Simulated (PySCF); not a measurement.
Vibration and rotation of CF

UHF-CCSD(T) constants of CF, ²Π (doublet), unpaired electrons π ↑ (C pcseg-2, F pcseg-2; no relativity (PySCF 2.14); masses 12.0000 and 18.9984 u):

```
ωe          : 1308.1 cm⁻¹
ωexe        : 10.6 cm⁻¹
Be          : 1.4011 cm⁻¹
αe          : 0.0176 cm⁻¹
De to C + F : 5.56 eV
```

What force constant and bond length do these constants imply?

Reduced mass μred = 7.3546 u; k = 5.8918×10⁻⁷·μred·ωe² (u, cm⁻¹, mdyn/Å) = 7.41 mdyn/Å; Re = √(16.8576/(μred·Be)) (u, cm⁻¹, Å) = 1.279 Å.

Estimate the centrifugal constant D from the Kratzer relation and find the Dunham coefficient a1.

D = 4Be³/ωe² = 6.43e-06 cm⁻¹; a1 = −1 − αeωe/(6Be²) = -2.95.

Correlated steps freeze 2 core orbitals. The state is the lowest determinant that a PBE0 search found; another state may lie lower at other levels.
